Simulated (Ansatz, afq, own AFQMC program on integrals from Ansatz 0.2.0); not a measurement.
# H3O, doublet in cc-pVTZ, levels against CCSDT(Q)

| atom | x (Å) | y (Å) | z (Å) |
| --- | --- | --- | --- |
| H | -1.8029 | 0.0498 | 0.0000 |
| H | -0.9649 | 0.0498 | 0.0000 |
| O | 0.1491 | 0.0498 | 0.0000 |
| H | 0.4010 | -0.8901 | 0.0000 |

Basis cc-pVTZ. Only valence electrons are correlated. AFQMC by an in-house program on the Cholesky factors that Ansatz 0.2.0 writes for its CCSD(T) run. The CISD trial takes its coefficients from CCSD amplitudes. Released means that phaseless walkers are propagated on without the constraint, phases kept. Uncertainties: one standard error, sampling alone.

Determinant: UHF, the one that the program's search chose, which needn't be the lowest solution. The geometry is a point of a scan.

No full CI on the walks' own integrals is used here; CCSDT(Q) serves as the reference and is uncertain by about the last step of the cluster series.

Cautions: the released energies move by 1.5 errors or more from one time to the next, so no released level is given (meV from the phaseless value at times in 1/Eh: -9 ± 3 at 0.24, -9 ± 3 at 0.51, -16 ± 3 at 0.99, -21 ± 3 at 1.62, -8 ± 5 at 2.40), though the last usable value meets CCSDT(Q) within the noise.

```
T1 diagnostic                               : 0.0178
weight of the determinant in the CISD state : 0.922
⟨S²⟩ of the determinant                     : 0.784
size of the correlated space                : 9 electrons in 71 orbitals
```

Reference: CCSDT(Q), correlation energy -7.917 eV.

```csv
level,E − E(reference) (mEh),share of correlation (%)
HF,290.93,0.00
MP2,23.24,92.01
CCSD,9.31,96.80
CCSD(T),0.75,99.74
CCSDT,0.46,99.84
ph-AFQMC/HF,2.05 ± 0.78,99.29
ph-AFQMC/CISD,0.65 ± 0.10,99.78
```

A walk keeps the symmetry of its determinant, which the program's search chose and which needn't be the lowest solution, so a lower state of the same spin and another symmetry isn't excluded.
